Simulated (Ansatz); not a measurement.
Ir (fcc, Cu type): values from a third-order Birch-Murnaghan fit to a volume scan beside measured ones. Computed values: PBE (plane waves to 420 eV, PAW, scalar-relativistic; Ansatz, an electronic-structure program). Ir is run without spin polarisation. Ir was relaxed with its symmetry unable to fall. Spin-orbit coupling is left out, though Ir is heavy.

```
quantity                reference                                       kind    PBE  difference
----------------------  ---------  -----------------------------------------  -----  ----------
Lattice constant a (Å)      3.831  measured, corrected to the static lattice  3.871      +1.0 %
Bulk modulus B₀ (GPa)         365  measured, corrected to the static lattice    346      -5.2 %
```

PBE overestimates the lattice constant a by 1.0 %. PBE underestimates the bulk modulus B₀ by 5.2 %.

References as given in: Daniel Mejia-Rodriguez, S. B. Trickey, Physical Review B (2018), arXiv:1807.09216; H. Levämäki, M. P. J. Punkkinen, K. Kokko et al., Physical Review B (2014), arXiv:1402.3671.

(Under strain, the slope of the energy per volume gives the stress and its curvature an elastic modulus.)
